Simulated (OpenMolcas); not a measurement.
# BN (boron nitride): UHF/STO-3G

Aim: a single-point energy of BN (boron nitride). 

The calculation is run with OpenMolcas 26.06.

1 further run of the same task is left out (set aside as unsound or not needed).

**1. The structure to begin with**

BN: 2 atoms, total charge 0, spin state triplet. SMILES: `B#N`. The B1–N2 distance was set to 1.973 Å, away from the relaxed value.

Bond lengths: B1–N2 1.973 Å.

**2. A single-point energy at UHF/STO-3G**

Contents of job.input:

```
&GATEWAY
BASLIB = $CurrDir
COORD
2
angstrom
B        0.000000       0.000000      -0.681250
N        0.000000       0.000000       1.291950
BASIS = STO-3G
GROUP = NoSym
&SEWARD
&SCF
UHF
SPIN = 3
THRESHOLDS = 1e-10 1e-07 1e-07 1e-05
PRORBITALS = 1 1
```

The basis set STO-3G is read from a file made from the Basis Set Exchange's data (not shown).

Command:

```bash
export MOLCAS_MEM=1860
pymolcas job.input > job.log
```

Standard output:

```text
--- Start Module: gateway ---

                                              &GATEWAY

                       available to each process: 1.9 GB of memory, 1 thread

 Basis Set     1 Label: B.STO-3G
 Basis set is read from library:.
 basistype.tbl is not found

 Basis Set     2 Label: N.STO-3G
 Basis set is read from library:.
 basistype.tbl is not found

++    Symmetry information:
      ---------------------

                    Character Table for C1

                             E
                    a        1  x, y, xy, Rz, z, xz, Ry, yz, Rx, I
--

++    Basis set information:
      ----------------------

      Basis set label: B.STO-3G.........

      Electronic valence basis set:
      ------------------
      Associated Effective Charge   5.000000 au
      Associated Actual Charge      5.000000 au
      Nuclear Model: Point charge

      Shell  nPrim  nBasis  Cartesian Spherical Contaminant
         s       6       2        X
         p       3       1        X

      Basis set label: N.STO-3G.........

      Electronic valence basis set:
      ------------------
      Associated Effective Charge   7.000000 au
      Associated Actual Charge      7.000000 au
      Nuclear Model: Point charge

      Shell  nPrim  nBasis  Cartesian Spherical Contaminant
         s       6       2        X
         p       3       1        X
--

++    Molecular structure info:
      -------------------------

                    ************************************************
                    **** Cartesian Coordinates / bohr, angstrom ****
                    ************************************************

     Center  Label                x              y              z                     x              y              z
        1      B1               0.000000       0.000000      -1.287376              0.000000       0.000000      -0.681250
        2      N2               0.000000       0.000000       2.441432              0.000000       0.000000       1.291950
--

            Nuclear Potential Energy              9.38637866 au

--- Stop Module: gateway /rc=_RC_ALL_IS_WELL_ ---

--- Start Module: seward ---

                                              &SEWARD

                       available to each process: 1.9 GB of memory, 1 thread

               SEWARD will generate:
                  Multipole Moment integrals up to order  2
                  Kinetic Energy integrals
                  Nuclear Attraction integrals (point charge)
                  One-Electron Hamiltonian integrals
                  Velocity integrals
                  Orbital angular momentum around (  0.0000   0.0000   0.8002 )
                  Velocity quadrupole around (  0.0000   0.0000   0.8002 )
                  Two-Electron Repulsion integrals

                   Integrals are discarded if absolute value <: 1.00E-14
                   Integral cutoff threshold is set to       <: 1.00E-16

            Nuclear Potential Energy              9.38637866 au

      Basis set specifications :
      Symmetry species         a
      Basis functions           10

--- Stop Module: seward /rc=_RC_ALL_IS_WELL_ ---

--- Start Module: scf ---

                                                &SCF

                       available to each process: 1.9 GB of memory, 1 thread

++    Input section:
      --------------

      Header of the integral files:

      Cartesian coordinates in angstrom:
      -----------------------------------------------------
      No.  Label        X            Y            Z
      -----------------------------------------------------
       1   B1         0.00000000   0.00000000  -0.68125000
       2   N2         0.00000000   0.00000000   1.29195000
      -----------------------------------------------------
      Nuclear repulsion energy =    9.38637866
--

++    Orbital specifications:
      -----------------------

      Symmetry species               1
                                     a
      Frozen orbitals                0
      Start temperature = 0.500
      End temperature   = 0.010
      Temperature Factor= 0.460
      Deleted orbitals               0
      Total number of orbitals      10
      Number of basis functions     10
--

      Molecular charge                           0.000

++    Optimization specifications:
      ----------------------------

      SCF Algorithm: Conventional USCF
      D(i)-D(i-1) density differences are used
      Number of density matrices in core                 5
      Maximum number of NDDO SCF iterations            400
      Maximum number of HF SCF iterations              400
      Threshold for SCF energy change             1.00E-10
      Threshold for density matrix                1.00E-07
      Threshold for Fock matrix                   1.00E-07
      Threshold for linear dependence             1.00E-09
      Threshold at which DIIS is turned on        1.50E-01
      Maximum depth in the DIIS procedure                5
      Maximum depth in the BFGS Hessian update          30
      Threshold at which QNR/C2DIIS is turned on  7.50E-02
      Threshold for Norm(delta) (QNR/C2DIIS)      1.00E-05
      All orbitals punched on: UHFORB
--

      Input vectors read from INPORB
      Orbital file label: *Guess orbitals

++ Convergence information
                               UHF SCF        iterations: Energy and convergence statistics

Iter     Tot. SCF        One-elec.       Two-elec.     Energy      Max Dij or  Max Fij      DNorm      TNorm      AccCon     Time
         Energy          Energy          Energy        Change      Delta Norm                                                in Sec.
   1   -75.986556385  -124.059530028    38.686594985   0.00E+00    3.38E-02*   1.54E-01*    4.41E+00   1.98E+01   None         0.
   2   -76.701909894  -126.355818096    40.267529543  -7.15E-01*   4.71E-01*   2.13E-01*    1.25E+00   2.03E+01   EDIIS        0.
   3   -76.331874580  -122.493019631    36.774766393   3.70E-01*   3.40E-02*   1.71E-01*    2.17E+00   1.93E+01   EDIIS        0.
   4   -77.495547869  -126.287898830    39.405972303  -1.16E+00*   4.29E-01*   1.70E-01*    1.52E+00   2.01E+01   EDIIS        0.
   5   -77.649637172  -124.404058470    37.368042639  -1.54E-01*   3.56E-01*   1.98E-01*    1.47E+00   1.96E+01   EDIIS        0.
   6   -77.858428736  -125.711011792    38.466204398  -2.09E-01*   2.26E-01*   1.10E-01*    1.20E+00   2.00E+01   EDIIS        0.
   7   -77.872410244  -125.396950583    38.138161680  -1.40E-02*   4.89E-02*   3.90E-02*    3.61E-01   1.99E+01   EDIIS        0.
   8   -77.875123555  -125.415983147    38.154480934  -2.71E-03*   5.83E-02*   1.85E-02*    1.37E-01   1.99E+01   EDIIS        0.

       Fermi aufbau procedure completed!
      nOcc(alpha)=    7
      nOcc(beta) =    5

   9   -77.876817536  -125.402251895    38.139055700  -1.69E-03*   5.34E-02*   7.09E-03*    9.88E-02   1.99E+01   c2DIIS       0.
  10   -77.877441570  -125.399795824    38.135975595  -6.24E-04*   6.05E-02*   1.44E-02*    9.28E-02   1.99E+01   QNRc2DIIS    0.
  11   -77.878602946  -125.395082074    38.130100470  -1.16E-03*   4.60E-01*   1.25E-02*    8.25E-02   1.99E+01   QNRc2DIIS    0.
  12   -77.880114174  -125.363755946    38.097263113  -1.51E-03*   2.26E-01*   1.17E-02*    6.57E-01   1.99E+01   QNRc2DIIS    0.
  13   -77.881378416  -125.379052185    38.111295111  -1.26E-03*   3.16E-02*   3.24E-03*    3.31E-01   1.99E+01   QNRc2DIIS    0.
  14   -77.881485680  -125.378929068    38.111064730  -1.07E-04*   2.03E-02*   1.47E-03*    4.69E-02   1.99E+01   QNRc2DIIS    0.
  15   -77.881513742  -125.377753563    38.109861163  -2.81E-05*   8.80E-03*   3.75E-04*    2.93E-02   1.99E+01   QNRc2DIIS    0.
  16   -77.881515301  -125.377190675    38.109296716  -1.56E-06*   1.98E-03*   1.32E-04*    1.28E-02   1.99E+01   QNRc2DIIS    0.
  17   -77.881515526  -125.377298946    38.109404762  -2.25E-07*   2.38E-04*   2.39E-05*    2.89E-03   1.99E+01   QNRc2DIIS    0.
  18   -77.881515531  -125.377295413    38.109401224  -4.96E-09*   1.20E-04*   7.18E-06*    3.66E-04   1.99E+01   QNRc2DIIS    0.
  19   -77.881515531  -125.377300212    38.109406022  -6.60E-10*   5.40E-06    3.40E-07*    1.76E-04   1.99E+01   QNRc2DIIS    0.
  20   -77.881515531  -125.377300111    38.109405921  -1.36E-12    3.93E-07    5.35E-08     8.25E-06   1.99E+01   QNRc2DIIS    0.

       Convergence after  20 Iterations
--

 *****************************************************************************************************************************
 *                                             SCF/KS-DFT Program, Final results                                             *
 *                                                       Final Results                                                       *
 *****************************************************************************************************************************

::    Total SCF energy                                -77.8815155313
      One-electron energy                            -125.3773001108
      Two-electron energy                              38.1094059210
      Nuclear repulsion energy                          9.3863786585
      Kinetic energy (interpolated)                    78.7845330144
      Virial theorem                                    0.9885381375
      Total spin, S(S+1)                                2.3365089668
      Total spin, S                                     1.1082627170
      Max non-diagonal density matrix element           0.0000002163
      Max non-diagonal Fock matrix element              0.0000000519

      All orbitals with orbital energies smaller than  E(LUMO)+0.5 are printed

++    Molecular orbitals:
      -------------------

      Title: UHF orbitals (alpha)

      Molecular orbitals for symmetry species 1: a

          Orbital            1         2         3         4         5         6         7         8         9        10
          Energy          -15.2700   -7.3484   -1.0361   -0.4703   -0.4256   -0.4256   -0.2807    0.2657    0.2657    0.4084
          Occ. No.          1.0000    1.0000    1.0000    1.0000    1.0000    1.0000    1.0000    0.0000    0.0000    0.0000

--

      All orbitals with orbital energies smaller than  E(LUMO)+0.5 are printed

++    Molecular orbitals:
      -------------------

      Title: UHF orbitals (beta)

      Molecular orbitals for symmetry species 1: a

          Orbital            1         2         3         4         5         6         7         8         9        10
          Energy          -15.2124   -7.3586   -0.6918   -0.4279   -0.2110    0.2334    0.2334    0.4186    0.4186    0.4599
          Occ. No.          1.0000    1.0000    1.0000    1.0000    1.0000    0.0000    0.0000    0.0000    0.0000    0.0000

--

++    Molecular charges:
      ------------------

      Mulliken charges per centre and basis function type
      ---------------------------------------------------

                            B1                      N2
                     alpha        beta       alpha        beta
      1s           1.9718      1.9513      1.9925      1.9719
      2px          0.0114      0.0000      0.9886      0.0000
      2pz          0.1506      0.7410      0.8852      0.3358
      2py          0.0114      0.0000      0.9886      0.0000
      Total        2.1452      2.6923      4.8548      2.3077
      Total              4.8375                  7.1625

      Charge            0.1625                 -0.1625

      Total electronic charge=   12.000000

      Total            charge=   -0.000000
--

++    Molecular orbitals:
      -------------------

      Title: Natural orbitals

      Molecular orbitals for symmetry species 1: a

          Orbital            1         2         3         4         5         6         7         8         9        10
          Energy          -15.2410   -7.3535   -0.8248   -0.4275   -0.2381   -0.0185   -0.0185    0.3655    0.2645    0.2645
          Occ. No.          2.0000    2.0000    2.0000    2.0000    1.8136    1.0000    1.0000    0.1864    0.0000    0.0000

--

++    Molecular properties:
      ---------------------

      Charge (e):
                      =   -0.0000
      Dipole Moment (debye):
      Origin of the operator (angstrom)=    0.0000    0.0000    0.4234
                   X= -1.3560E-17               Y=  4.3599E-16               Z= -8.7913E-01           Total=  8.7913E-01
      Quadrupole Moment (debye*angstrom):
      Origin of the operator (angstrom)=    0.0000    0.0000    0.4234
                  XX= -8.6829E+00              XY= -1.4731E-16              XZ=  1.5831E-17              YY= -8.6829E+00
                  YZ=  4.4889E-16              ZZ= -1.3449E+01
      In traceless form (debye*angstrom)
                  XX=  2.3831E+00              XY= -2.2096E-16              XZ=  2.3747E-17              YY=  2.3831E+00
                  YZ=  6.7333E-16              ZZ= -4.7662E+00
--

--- Stop Module: scf /rc=_RC_ALL_IS_WELL_ ---

.##################.
.# Happy landing! #.
.##################.

    Timing: Wall=1.35 User=1.09 System=0.26
```

It took 1.5 s on 1 thread of Arm Neoverse V2, shared host; peak memory 0.37 GiB.

**3. Results**

Level: UHF/STO-3G.

| quantity | value |
| --- | --- |
| total energy | -77.88152 Eh |
| dipole moment | 0.88 D |
| HOMO energy (highest over α and β) | -5.74 eV |
| LUMO energy (lowest over α and β) | 6.35 eV |
| ⟨S²⟩ | 2.337 |

⟨S²⟩ is 2.34 where a pure triplet has 2.00: the reference is spin-contaminated. The run may have ended on a state above the lowest.
